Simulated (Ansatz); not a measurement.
# BNHS (doublet): wave-function methods side by side at angle N2–B1–H4 = 180.0°, cc-pVDZ

Aim: climb from Hartree-Fock through coupled cluster and multireference methods for BNHS (doublet) at one geometry and basis, and see what each rung misses.

Program: Ansatz 0.2.0, Gaussian basis. Level of theory: cc-pVDZ, core rule «outside noble gas», up to 7 orbitals frozen. These are calculated values, not measurements.

The runs, in order: UHF; CCSD(T) on ROHF; CCSD(T) on UHF; BCCD(T) on ROHF; CISD; CCSDT(Q) on ROHF; CCSDT(Q) on UHF; CASSCF and MRCISD+Q, 3 electrons in 3 orbitals; CASSCF and NEVPT2, 3 electrons in 3 orbitals.

12 further runs of the same task are left out: 1 for a mislabelled method, 9 that didn't finish, 2 set aside as unsound or not needed.

### 1 What is computed

The geometry derives from a PBE0/def2-TZVP stationary point (not a proven minimum). One angle is set to the value named; bond lengths are kept.

4 atoms, charge 0, spin multiplicity 2.

Atoms are counted from 1 here; the program's logs count them from 0.

Bond lengths: B1–N2 1.256 Å, B1–H4 1.170 Å, N2–S3 1.585 Å. Angles: N2–B1–H4 180.0°, B1–N2–S3 180.0°.

Geometry (Å):

```csv
atom,x (Å),y (Å),z (Å)
B1,0.00000,0.00000,0.73170
N2,0.00000,0.00000,-0.52400
S3,0.00000,0.00000,-2.10920
H4,0.00000,0.00000,1.90150
```

### 2 UHF

Contents of in.yaml:

```yaml
crystal:
  periodic: [false, false, false]
  atoms:
    - {symbol: B, position_ang: [0.000000, 0.000000, 0.731700]}
    - {symbol: N, position_ang: [0.000000, 0.000000, -0.524000]}
    - {symbol: S, position_ang: [0.000000, 0.000000, -2.109200]}
    - {symbol: H, position_ang: [0.000000, 0.000000, 1.901500]}
basis:
  gaussian: {orbitals: cc-pVDZ}
magnetization: {spin_polarized: true, initial_magnetization: 1}
hamiltonian: {xc: hf}
output: {orbitals: {seedname: orbitals}}
```

Command:

```bash
> ansatz run in.yaml --threads 1 --pin off --events-out ev --progress --plain --max-ram 2393MiB
```

The runs that follow: CCSD(T) on ROHF; CCSD(T) on UHF; BCCD(T) on ROHF; CISD; CCSDT(Q) on ROHF; CCSDT(Q) on UHF; CASSCF and MRCISD+Q, 3 electrons in 3 orbitals; CASSCF and NEVPT2, 3 electrons in 3 orbitals.

Q: Predict the results of all the runs planned. Wanted: UCCSDT(Q) below the RHF energy; RMP2 from UCCSDT(Q); UMP2 from UCCSDT(Q); RCCSD from UCCSDT(Q); RCCSD(T) from UCCSDT(Q); UCCSD(T) from UCCSDT(Q); RCCSDT(Q) from UCCSDT(Q); NEVPT2 pair from UCCSDT(Q); MRCISD+Q pair from UCCSDT(Q).

**Answer**, as computed:

| quantity | value |
| --- | --- |
| UCCSDT(Q) below the RHF energy | -10.7227 eV |
| RMP2 from UCCSDT(Q) | +1107.9 meV |
| UMP2 from UCCSDT(Q) | +1140.9 meV |
| RCCSD from UCCSDT(Q) | +453.4 meV |
| RCCSD(T) from UCCSDT(Q) | +60.3 meV |
| UCCSD(T) from UCCSDT(Q) | +62.2 meV |
| RCCSDT(Q) from UCCSDT(Q) | +4.1 meV |
| NEVPT2 pair from UCCSDT(Q) | +1094.3 meV |
| MRCISD+Q pair from UCCSDT(Q) | +275.5 meV |
| levels within 1 kcal/mol (43 meV) | RCCSDT, UCCSDT, RCCSDT(Q) |
| T1 diagnostic | 0.025 |

What this shows: RCCSD(T) lands +60.3 meV from the yardstick (0.6 % of the correlation energy). Of the multireference levels listed MRCISD+Q pair comes nearest in total energy (+275.5 meV), which doesn't show that its space is the better one. These misses are within one basis, not against nature; the frozen cores of restricted and unrestricted runs differ, which can shift their rows.
